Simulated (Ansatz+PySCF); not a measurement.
Values are calculated unless marked as measured or tabulated.
## Several solutions for singlet C4H8

```yaml
atoms:
  - { symbol: C, position_ang: [0.0000, 0.0000, -1.5759] }
  - { symbol: C, position_ang: [0.0000, 0.0000, -0.1306] }
  - { symbol: C, position_ang: [0.0000, 1.3722, 0.7313] }
  - { symbol: C, position_ang: [0.0000, -1.3722, 0.7313] }
  - { symbol: H, position_ang: [0.0000, -1.0080, -2.1919] }
  - { symbol: H, position_ang: [0.0000, 1.0080, -2.1919] }
  - { symbol: H, position_ang: [0.0000, 2.3346, 0.0366] }
  - { symbol: H, position_ang: [-0.9541, 1.4266, 1.4436] }
  - { symbol: H, position_ang: [0.9541, 1.4266, 1.4436] }
  - { symbol: H, position_ang: [0.0000, -2.3346, 0.0366] }
  - { symbol: H, position_ang: [0.9541, -1.4266, 1.4436] }
  - { symbol: H, position_ang: [-0.9541, -1.4266, 1.4436] }
```

Basis set: def2-SVP (spherical functions). Charge 0, multiplicity 1.

UHF was run from several starts with Ansatz (development build ahead of 0.2.0) and PySCF 2.14.0.

```tsv
run	program	start	converged	energy (hartree)	<S²>
A	PySCF	guess 1e, instabilities followed	yes	-155.93093	0.35
B	PySCF	guess minao, instabilities followed	yes	-155.93093	0.35
C	Ansatz	search for the lowest state	yes	-155.93093	0.35
D	PySCF	guess atom, instabilities followed	yes	-155.93093	0.35
E	Ansatz	stability test followed	yes	-155.93093	0.35
F	PySCF	guess huckel, instabilities followed	yes	-155.93093	0.35
G	PySCF	program defaults	yes	-155.92664	0.00
H	Ansatz	atomic start, no search	yes	-155.92663	0.00
```

Which runs reached the lowest solution of this kind, and what is wrong with the others?

A, B, C, D, E, F reached the lowest solution found. Converged but too high: G by 0.12 eV, H by 0.12 eV. Convergence only shows a stationary point, and even a stable one can lie too high; stability tests and further starts are what find lower ones. Caution: the unrestricted determinant is spin contaminated.
